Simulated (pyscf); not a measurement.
Thermochemistry of product channels of H₂Se + SiH₃• on the doublet surface, in kcal/mol, from ωB97M-D3(BJ)/def2-TZVP energies (ideal gas, 1 atm, RRHO with modes under 100 cm⁻¹ raised to 100, one conformer, R ln 2 for rigid chiral ones). Single points on ωB97X-D3(BJ)/def2-SVP structures (PySCF, gas phase).

| products | ΔE | ΔH(298 K) | ΔG(298 K) | ΔG(1200 K) |
|---|---|---|---|---|
| SeH• + SiH₄ | -13.4 | -12.6 | -10.7 | -4.9 |
| •H₂Si–SeH + H₂ | -10.9 | -11.5 | -10.5 | -10.2 |
| H₃Si–SeH + H• | ___ | +1.8 | +4.4 | ___ |
| H₃Si–Se• + H₂ | -22.7 | -22.7 | -21.0 | -17.7 |

Problem. What belongs in the gaps?

Solution. 
- H₃Si–SeH + H•, ΔE: +3.1
- H₃Si–SeH + H•, ΔG(1200 K): +9.2

These are energies of the channels, which say nothing of barriers. Left out: orbital degeneracy and the spin-orbit lowering of SeH, which is large for Br, Se, Te and I. Elements up to Kr have no core potential and no relativistic terms here.
